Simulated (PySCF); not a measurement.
Species: BFH5N.
Atom-mapped SMILES: `[NH3+:1][BH2-:2][F:3]` (hydrogens: H4, H5, H6 on N1; H7, H8 on B2)

Method used: PySCF 2.14.0, PBE0-D3(BJ)/def2-SVP geometry optimisation, gas phase.

Give the optimised bond lengths and angles.

```csv
bond,length (Å),order
N1–B2,1.658,single
B2–F3,1.391,single
"N1–H4, N1–H5, N1–H6",1.021,single
"B2–H7, B2–H8",1.229,single
```

Bonds in one row agree within 0.01 Å and their mean is given. Orders are formal, as drawn. A selection of angles:
```csv
angle,degrees
B2–N1–H4,111.0
B2–N1–H5,110.3
H4–N1–H5,108.4
N1–B2–F3,103.3
N1–B2–H7,103.6
F3–B2–H7,114.6
H7–B2–H8,115.2
```

B2 (four-coordinate boron) is distorted tetrahedral (angles from 103.3° to 115.2°). N1 (nitrogen bonded to B and 3 H) is tetrahedral (angles from 107.9° to 111.0°).

Point group: Cs (every atom within 0.08 Å of its image). Stationary, but not proved a minimum.
